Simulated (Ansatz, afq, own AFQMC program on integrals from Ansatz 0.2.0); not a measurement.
**Where AFQMC and coupled cluster stand for Te, triplet**

A free Te atom.

Basis def2-TZVPP with its core potentials. Noble-gas cores (and the filled d shells of Ga–Kr and In–Xe) are frozen. Ansatz 0.2.0 and our own AFQMC program on the same integrals; the CISD trial comes from CCSD amplitudes, and released means the phaseless constraint is let go. Free AFQMC starts from the CCSD state and is never constrained. Its projection time is finite, and what remains of the start isn't in its error. Uncertainties: one standard error, sampling alone. No spin–orbit coupling.

Determinant: UHF, the one that the program's search chose, which needn't be the lowest solution.

No full CI on the walks' own integrals is used here; CCSDT(Q) serves as the reference and is uncertain by about the last step of the cluster series.

Cautions: no spin-orbit coupling; inner d shell frozen.

- T1 diagnostic: 0.0086
- weight of the determinant in the CISD state: 0.936
- ⟨S²⟩ of the determinant: 2.011
- size of the correlated space: 6 electrons in 41 orbitals

```
  level  correlation energy (eV)
    MP2                  -2.3035
   CCSD                  -2.7743
CCSD(T)                  -2.8598
```

Task: Estimate where phaseless AFQMC with the Hartree–Fock trial lies against CCSD(T) on the same integrals.

Result: 1.02 ± 0.40 mEh above CCSD(T).

Reference: CCSDT(Q), correlation energy -2.878 eV. The released energy is read at 1.50 1/Eh (meV from the phaseless value at times in 1/Eh: -2.5 ± 1.3 at 0.24, -3.6 ± 1.0 at 0.50, -3.1 ± 0.8 at 1.00, -3.5 ± 0.9 at 1.50).

```json
{"level": "CCSD(T)", "E − E(reference) (mEh)": "0.65", "share of correlation (%)": "99.38"}
{"level": "CCSDT", "E − E(reference) (mEh)": "0.07", "share of correlation (%)": "99.93"}
{"level": "ph-AFQMC/HF", "E − E(reference) (mEh)": "1.68 ± 0.40", "share of correlation (%)": "98.41"}
{"level": "ph-AFQMC/CISD", "E − E(reference) (mEh)": "0.17 ± 0.04", "share of correlation (%)": "99.84"}
{"level": "released AFQMC", "E − E(reference) (mEh)": "0.04 ± 0.03", "share of correlation (%)": "99.96"}
{"level": "free AFQMC", "E − E(reference) (mEh)": "-0.03 ± 0.03", "share of correlation (%)": "100.03"}
```

Free projections are given only where their last times agree within the noise and don't stop above the reference; a slow remainder of the start can still hide under it. A walk keeps the symmetry of its determinant, which the program's search chose and which needn't be the lowest solution, so a lower state of the same spin and another symmetry isn't excluded. Released energies are given only where the last usable release times agree within the noise; a slower fall can still hide under it.
